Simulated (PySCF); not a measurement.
Where the electron goes

Compound: 2-propyne-1-thiol, C3H4S.
Structure used (PBE0-D3(BJ)/def2-SVP), in Å, numbered top down from 1:
```xyz
8
C3H4S angstrom
C     -2.023    0.090    0.531
C     -0.887   -0.099    0.159
C      0.479   -0.314   -0.282
S      1.556    1.040    0.326
H     -3.033    0.258    0.857
H      0.512   -0.348   -1.382
H      0.845   -1.279    0.102
H      2.688    0.566   -0.239
```

The calculation used TDDFT B3LYP/def2-SVPD, vertical, gas phase, core orbitals frozen in the response in PySCF.

Kohn–Sham orbitals with the atoms that hold most of them (Löwdin shares over 4%, at most four atoms; ? is withheld):

| orbital | ε (eV) | atoms |
| --- | --- | --- |
| HOMO-3 | -9.72 | S4 64%, C3 14%, H8 12%, C2 4% |
| HOMO-2 | -7.90 | C1 41%, C2 40%, C3 7% |
| HOMO-1 | -7.88 | C1 40%, C2 39%, S4 8%, C3 7% |
| HOMO | -6.85 | ? |
| LUMO | ? | S4 36%, C1 16%, H8 14%, C2 12% |
| LUMO+1 | -0.28 | S4 51%, C3 14%, H8 11%, C2 9% |
| LUMO+2 | 0.51 | C1 29%, C2 27%, C3 12%, H5 10% |

Which atoms hold the HOMO, and with what shares?

S4 (bonded to C and H) 74%; C3 (bonded to C, S and 2 H) 11%; H8 (bonded to S) 6%.

What is the LUMO energy, and the HOMO–LUMO gap?

ε(LUMO) = -0.36 eV; the gap is 6.50 eV (0.2387 hartree).

How does S1 compare with the orbital gap of 6.50 eV?

S1 is at 5.29 eV (f = 0.0015), 1.21 eV below the gap, made of HOMO→LUMO+1 (95%). Its leading pair isn't HOMO and LUMO; the energies of that pair differ by 6.57 eV. 

One configuration dominates each of S1 and S2. Which, and how do the shares of the two leading atoms of either orbital change from the occupied to the empty one?

- S1 (5.29 eV, f 0.0015), HOMO→LUMO+1 (95%): S4 74% → 51%, C3 11% → 14%
- S2 (5.45 eV, f 0.012), HOMO→LUMO (98%): S4 74% → 36%, C3 11% → at most 13%, C1 at most 4% → 16%

One conformer stands for the species.
